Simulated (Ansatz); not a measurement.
# How far each method lies from full CI for BH⁺, doublet

Geometry: that of the BH, singlet, kept fixed.

```xyz
2

B     0.0000    0.0000    0.0000
H     0.0000    0.0000    1.2410
```

Basis cc-pVQZ; Ansatz 0.2.0. Only valence electrons are correlated (noble-gas cores frozen), which leaves 3 electrons in 84 orbitals. Prefix R: restricted or restricted open-shell reference; prefix U: unrestricted. Active spaces: valence = (3e, 5o) chosen from the atoms' valence shells.

Full CI is exact within this basis and frozen core; it isn't the basis-set limit. The frozen core follows each run's orbitals, which can shift R against U totals by a few meV.

* UHF ⟨S²⟩: 0.756
* T1 diagnostic (RCCSD): 0.0304
* largest doubles amplitude (RCCSD): 0.066
* T1 diagnostic (UCCSD): 0.0179

| level | E − E(full CI) (kcal/mol) | share of correlation (%) | wall time |
| --- | --- | --- | --- |
| RHF | 35.37 | 0.00 | – |
| UHF | 34.42 | 2.68 | – |
| RMP2 | 8.95 | 74.68 | – |
| UMP2 | 8.65 | 75.54 | – |
| RCCSD | 0.76 | 97.85 | – |
| UCCSD | 0.67 | 98.11 | – |
| RCCSD(T) | 0.20 | 99.43 | 3.6 s |
| UCCSD(T) | 0.17 | 99.52 | 3.2 s |
| BCCD(T) | 0.18 | 99.49 | 4.1 s |
| RCCSDT | 0.00 | 100.00 | 47 s |
| UCCSDT | -0.01 | 100.03 | 44 s |
| CASSCF (valence space) | 14.48 | 59.07 | – |
| NEVPT2 (valence space) | 4.85 | 86.29 | 2.3 s |
| MRCISD (valence space) | 1.46 | 95.88 | – |
| MRCISD+Q (valence space) | 1.31 | 96.30 | 4.3 s |

The correlation energy at full CI, counted from RHF, is -1.534 eV. That run took 7 s on 1 thread of Arm Neoverse V1, shared host over 76,124 determinants.

Times hold each run's SCF and search for its determinant on a shared host, so for small cases they say little of a method's own cost; they ran on 1 thread of Arm Neoverse V1.

The full-CI state has the irrep A1 of C2v, in the program's axes (one component, if the state is degenerate).

Natural occupations of full CI about the gap: 1.938 0.987 0.021 0.021 0.018 0.004 0.004 0.004 0.001 0.000; effectively unpaired electrons, Σ n²(2−n)², 1.02.
